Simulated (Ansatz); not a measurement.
**NH, singlet: reading a ladder of total energies**

Geometry: a PBE0/def2-TZVP stationary point for this spin. The triplet lies 1.7 eV lower here.

```json
{"atom": "N", "x (Å)": "0.0000", "y (Å)": "0.0000", "z (Å)": "0.0000"}
{"atom": "H", "x (Å)": "0.0000", "y (Å)": "0.0000", "z (Å)": "1.0385"}
```

Basis aug-cc-pVDZ; Ansatz 0.2.0. Correlated methods freeze the noble-gas cores, which leaves 6 electrons in 31 orbitals. Prefix R: restricted or restricted open-shell reference.

Full CI is exact within this basis and frozen core; it isn't the basis-set limit.

The determinant fills πx and πy unequally, so it is a mixture of Σ and Δ, which weighs on every level built on one determinant.

Runs differ by some tens of microhartree through their thresholds, so steps under 0.03 kcal/mol mean nothing.

| level | total energy (hartree) |
| --- | --- |
| RHF | -54.865671 |
| RMP2 | -54.994219 |
| RCCSD | -55.025356 |
| RCCSD(T) | -55.032763 |
| RCCSDT* | -55.041232 |
| RCCSDT(Q)* | -55.042320 |
| RCCSDTQ* | -55.041992 |
| full CI | -55.042014 |

**Question.** What is the correlation energy at full CI, and what share of it do RMP2 and RCCSD recover?

**Answer.** E(corr) = -55.042014 − (-54.865671) = -0.176343 hartree = -4.799 eV. RMP2: -0.128548 / -0.176343 = 72.90 %. RCCSD: -0.159685 / -0.176343 = 90.55 %.

**Question.** By how many kcal/mol does RCCSD(T) miss full CI (1 hartree = 627.509 kcal/mol), and which steps make up the rest?

**Answer.** -55.032763 − (-55.042014) = 0.009251 hartree = 5.81 kcal/mol. Steps: RCCSDT − RCCSD(T) = -5.31, RCCSDT(Q) − RCCSDT = -0.68, RCCSDTQ − RCCSDT(Q) = 0.21, full CI − RCCSDTQ = -0.01 kcal/mol. With more than one leading determinant such errors change with state and geometry, and needn't cancel in differences.

An asterisk marks runs whose energy the program itself flagged as in doubt.
